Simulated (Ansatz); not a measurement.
A nudged elastic band was laid between two geometries of BFH$_{2}$O (5 atoms, charge 0, multiplicity 1).

All numbers below come from RKS PBE-D4/def2-SVP in Ansatz.

| Property | Result |
| --- | --- |
| movable images | 5 |
| climbing image | yes |
| spring | 5.0 eV/Å² |
| optimiser | quadratic models (default) |
| start path | through a guess of the saddle point |
| force threshold | 0.03 eV/Å |
| iteration limit | 60 |
| end points | relaxed |

Image 0:

```xyz
5
Properties=species:S:1:pos:R:3
B 0.385 -0.015 0.084
O 0.578 -0.119 1.419
H -0.263 -0.210 1.907
H 1.341 0.104 -0.651
F -0.857 -0.042 -0.427
```

Image 6:

```xyz
5
Properties=species:S:1:pos:R:3
B -0.251 -0.487 -0.791
O 0.763 0.380 1.320
H 0.517 -0.421 1.825
H 1.482 0.038 0.751
F -1.326 0.208 -0.774
```

(1) What changes between the two ends?

(2) Give the energies along the band, and the barrier.

(3) What is the geometry of the highest image?

Results:

(1) Bonds broken: B1–O2, B1–H4. Bonds formed: O2–H4. BFH2O becomes BF + H2O.

(2) It converged. The highest image is number 4 of 0 to 6, 427.4 kJ/mol above the first end and 48.5 kJ/mol above the last; the last end lies 378.9 kJ/mol above the first. Neighbouring images differ by up to 2.0 eV, so the band resolves the path poorly. A vibrational analysis at the climbing image gives one clearly imaginary mode, 1211i cm⁻¹: a first-order saddle point. The orbitals stay closed-shell, which can raise the energy where a bond breaks towards radicals; this wasn't checked here.

```tsv
image	path coordinate (Å)	energy (kJ/mol)	B1–O2 (Å)	B1–H4 (Å)	O2–H4 (Å)
0	0.00	0.0	1.35	1.21	2.22
1	0.44	28.3	1.35	1.21	2.13
2	0.88	109.7	1.36	1.21	1.93
3	1.32	301.2	1.45	1.27	1.53
4	1.76	427.4	1.64	1.50	1.13
5	2.35	384.3	2.22	2.09	0.98
6	2.94	378.9	2.50	2.38	0.98
```

(3) 
```xyz
5
Properties=species:S:1:pos:R:3:forces:R:3
B 0.136 0.053 -0.440 0.00 0.00 0.00
O 0.639 0.260 1.103 0.00 0.00 0.00
H 0.219 -0.380 1.738 0.00 0.00 0.00
H 1.369 -0.206 0.374 0.00 0.00 0.00
F -1.177 -0.008 -0.443 0.00 0.00 0.00
```

Time of the run: 55 s on 1 thread of Intel(R) Xeon(R) Platinum 8559C (Emerald Rapids), on a shared host, peak memory 0.12 GiB.
